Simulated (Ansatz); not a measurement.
C$_{4}$H$_{6}$O, SMILES `C#CC(C)O` at its PBE0-D4/def2-TZVP geometry, where that method's forces vanish. The species carries charge 0 and has multiplicity 1.

```xyz
11

C    -2.0337   -1.0819    0.1981
C    -1.0543   -0.3876    0.2055
C     0.1226    0.4816    0.2166
C     1.3930   -0.2802   -0.1060
O     0.0059    1.5280   -0.7317
H    -2.8988   -1.7019    0.1870
H     0.2113    0.9040    1.2290
H     2.2400    0.4071   -0.0845
H     1.3200   -0.7210   -1.1009
H     1.5579   -1.0741    0.6233
H    -0.8637    1.9260   -0.6364
```

Question: What forces (eV/Å) does B3LYP-D4/def2-TZVPP give on these atoms in Ansatz 0.2.0? (An estimate is asked.)

Answer: Computed: 
```
C1  -0.048 -0.034 -0.004
C2  -0.165 -0.106  0.011
C3  -0.015 -0.138  0.339
C4   0.210 -0.101 -0.043
O5  -0.061  0.266 -0.202
H6   0.089  0.062  0.001
H7   0.006 -0.011 -0.060
H8  -0.028 -0.047 -0.005
H9   0.017  0.015  0.050
H10  0.004  0.036 -0.041
H11 -0.010  0.058 -0.046
```

B3LYP here is the variant with VWN-RPA as its local correlation; programs differ in this.
